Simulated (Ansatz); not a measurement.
**CHFO (formyl fluoride): the vertical ionisation energy from total energies**

CHFO has 4 atoms, charge 0, and is taken as a singlet. SMILES: `O=CF`. The shape is that of a PBE0-D4/def2-TZVP optimisation.

Both states at this one shape; open shells run unrestricted unless said. 1 Eh = 27.2114 eV.

| level | program | singlet CHFO (Eh) | doublet CHFO+ (Eh) | HOMO of the first (eV) |
| --- | --- | --- | --- | --- |
| PBE/def2-TZVPP | Ansatz | -213.649587 | -213.193188 | -7.78 |
| wB97X/def2-TZVPP | Ansatz | -213.812954 | -213.352058 | -12.03 |

Work out the vertical ionisation energy at each level.


1. PBE/def2-TZVPP: -213.193188 − (-213.649587) = 0.456399 Eh = 12.42 eV; −ε(HOMO) = 7.78 eV.
2. wB97X/def2-TZVPP: -213.352058 − (-213.812954) = 0.460896 Eh = 12.54 eV; −ε(HOMO) = 12.03 eV.

No measured value is set beside it here; the levels span 12.42 to 12.54 eV. In semi-local functionals −ε(HOMO) lies far under the ionisation energy, a result of self-interaction, while the difference of totals does much better.
